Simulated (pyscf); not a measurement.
`[O]=[Nb]([F])([F])[Cl]` + `[FH]` → `[O]=[Nb]([F])([F])[F]` + `[ClH]` (four-centre exchange; singlet surface; Cl–Nb, F–H broken, F–Nb, Cl–H formed). Single points on ωB97X-D3(BJ)/def2-SVP structures (PySCF, gas phase). Energies in eV from the separated reactants.

| level | barrier | reaction energy |
|---|---|---|
| ωB97X-D3(BJ)/def2-TZVP | [?] | [?] |
| PBE/def2-TZVP | 0.00 | -0.17 |
| B3LYP-D3(BJ)/def2-TZVP | [?] | -0.13 |
| PBE0-D3(BJ)/def2-TZVP | 0.08 | -0.08 |
| M06-2X/def2-TZVP | 0.08 | -0.02 |
| ωB97M-D3(BJ)/def2-TZVP | 0.11 | -0.17 |

Task: Some entries are withheld; supply them.

Result: 
- ωB97X-D3(BJ)/def2-TZVP, barrier: 0.08
- ωB97X-D3(BJ)/def2-TZVP, reaction energy: -0.03
- B3LYP-D3(BJ)/def2-TZVP, barrier: 0.10

On the reactant side the descent ends in an adduct with a F–Nb contact, 0.32 eV under the separated species and 0.41 eV under the saddle at ωB97X-D3(BJ)/def2-TZVP. On the product side the descent ends in an adduct with a Cl–Nb contact, 0.30 eV under the separated species and 0.41 eV under the saddle at ωB97X-D3(BJ)/def2-TZVP. What is counted as formed (F–Nb) is already present as a longer contact in the reactant adduct; forming that adduct is a step of its own. What is counted as broken (Cl–Nb) persists as a longer contact in the product adduct; parting that adduct is a step of its own. This is the saddle that the search found; another between the same sides may lie lower. Elements past Kr carry the def2 core potentials, without spin-orbit coupling.
